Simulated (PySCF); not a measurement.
## Basis-set dependence of population analyses: `C=CCNCC`

C₅H₁₁N.
Cartesian coordinates in Å at the PBE0-D3(BJ)/def2-SVP level; atoms count from 1:
```xyz
17
C5H11N angstrom
C      3.0123    0.1077    0.7132
C      1.7285   -0.2401    0.8172
C      0.9173   -0.8481   -0.2934
N     -0.2220   -0.0638   -0.7276
C     -1.3358    0.0079    0.1919
C     -2.4935    0.7749   -0.4178
H      3.5713   -0.0625   -0.2139
H      3.5574    0.5654    1.5433
H      1.2043   -0.0562    1.7636
H      1.5758   -1.0340   -1.1590
H      0.5383   -1.8366    0.0230
H      0.0825    0.8727   -0.9866
H     -1.6549   -1.0263    0.4120
H     -1.0807    0.4592    1.1764
H     -2.7970    0.3194   -1.3720
H     -3.3605    0.7914    0.2592
H     -2.2124    1.8215   -0.6200
```

PBE0 throughout (PySCF), one geometry, spherical d and f functions. The structure is a single PBE0-D3(BJ)/def2-SVP conformer in the gas phase; no vibrational or solvent corrections. The first 7 of 13 kinds of atom are listed.

Mulliken charges (e):

```
        basis  functions      C1      C2      C3      N4      C5      C6      H7
       STO-3G         41  -0.174  -0.091  -0.075  -0.328  -0.062  -0.231  +0.077
        6-31G         76  -0.360  -0.097  -0.250  -0.569  -0.169  -0.491  +0.155
       6-31G*        106  -0.397  -0.095  -0.243  -0.560  -0.174  -0.532  +0.164
     def2-SVP        139  -0.084  -0.152  +0.135  -0.335  +0.036  -0.089  +0.043
6-311+G(2d,p)        228  -0.455  +0.285  -0.415  -0.196  -0.077  -0.607  +0.112
    def2-TZVP        252  -0.283  -0.172  -0.080  -0.302  -0.119  -0.359  +0.120
```

IAO charges (e):

```
        basis  functions      C1      C2      C3      N4      C5      C6      H7
       STO-3G         41  -0.268  -0.157  -0.193  -0.302  -0.183  -0.394  +0.128
        6-31G         76  -0.320  -0.157  -0.176  -0.399  -0.159  -0.430  +0.143
       6-31G*        106  -0.310  -0.150  -0.151  -0.404  -0.135  -0.412  +0.137
     def2-SVP        139  -0.306  -0.146  -0.147  -0.399  -0.129  -0.400  +0.134
6-311+G(2d,p)        228  -0.328  -0.154  -0.156  -0.423  -0.140  -0.424  +0.143
    def2-TZVP        252  -0.328  -0.153  -0.155  -0.420  -0.139  -0.424  +0.143
```

Task: Which scheme is steadiest as the basis changes?

Result: Largest range over the bases for any column: IAO 0.12 e, Mulliken 0.55 e. IAO charges move least and Mulliken charges most, counted in e. Without the minimal STO-3G basis the ranges are IAO 0.03, Mulliken 0.55 e.

Task: How much do the charges still move between the two largest bases, 6-311+G(2d,p) and def2-TZVP?

Result: At most, over all atoms: Mulliken 0.457 e, IAO 0.003 e.

Task: What do the same runs give for the total energy, the frontier levels and the dipole moment?

Result: 
| basis | energy (Eh) | HOMO (eV) | LUMO (eV) | μ (D) |
| --- | --- | --- | --- | --- |
| STO-3G | -248.5001 | -3.53 | 3.54 | 0.89 |
| 6-31G | -251.4896 | -5.86 | 0.64 | 1.02 |
| 6-31G* | -251.5530 | -6.03 | 0.70 | 0.80 |
| def2-SVP | -251.3809 | -6.16 | 0.39 | 0.72 |
| 6-311+G(2d,p) | -251.6337 | -6.36 | 0.01 | 0.78 |
| def2-TZVP | -251.6517 | -6.33 | 0.16 | 0.72 |

The dipole is fixed by the density alone, so its range of 0.30 D shows that the density itself changes with the basis, not only its division among atoms.
